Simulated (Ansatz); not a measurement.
Geometry optimisation, RKS B3LYP/def2-SVP (Ansatz).

Input file:

```yaml
crystal:
  periodic: [false, false, false]
  atoms:
    - { symbol: B, position_ang: [-1.54397, 0.30277, -0.43214] }
    - { symbol: S, position_ang: [0.10443, 0.56958, -1.06211] }
    - { symbol: Al, position_ang: [1.53045, -0.26118, 0.34601] }
    - { symbol: H, position_ang: [-2.11799, -0.66959, -0.72937] }
    - { symbol: H, position_ang: [-2.06006, 1.15387, 0.17944] }
    - { symbol: H, position_ang: [1.96263, -1.73447, 0.25741] }
    - { symbol: H, position_ang: [2.12452, 0.63902, 1.44077] }
basis:
  gaussian: { orbitals: def2-SVP }
hamiltonian:
  xc: b3lyp
relax:
  f_tol: 0.02
  max_steps: 50
```

Command:

```bash
$ ansatz run input.yaml --threads 1 --pin off --max-ram 2048MiB --backend cpu --events-out ev --progress --plain --runs-dir out
```

Task: Where does it end, and by what steps?

Result: The forces met the threshold. The force dipped under the threshold on the way, but the program's further checks kept it going. After 17 steps the energy has fallen by 0.769 eV; S2 moved furthest, 1.23 Å.

```csv
step,energy less start (eV),largest force component (eV/Å),accepted
0,0.0000,0.832,yes
1,-0.0748,0.566,yes
2,-0.1135,0.183,yes
3,-0.2042,0.342,yes
4,-0.3170,0.599,yes
5,-0.4871,0.556,yes
6,-0.6189,0.589,yes
7,-0.6866,0.427,yes
8,-0.7209,0.516,yes
9,-0.7487,0.174,yes
10,-0.6694,1.043,no
11,-0.7607,0.085,yes
12,-0.7672,0.026,yes
13,-0.7672,0.138,no
14,-0.7686,0.025,yes
15,-0.7678,0.092,no
16,-0.7692,0.005,yes
17,-0.7693,0.006,yes
```

```xyz
7
Properties=species:S:1:pos:R:3
B -1.486 0.287 -0.453
S -0.055 1.322 -0.106
Al 1.477 -0.194 0.442
H -1.441 -0.913 -0.359
H -2.495 0.852 -0.784
H 1.099 -1.726 0.438
H 2.902 0.373 0.821
```

Whether the end is a true minimum wasn't checked by a vibrational analysis.

The run took 76 s on 1 thread of Arm Neoverse N1, on a shared host, peak memory 0.14 GiB.
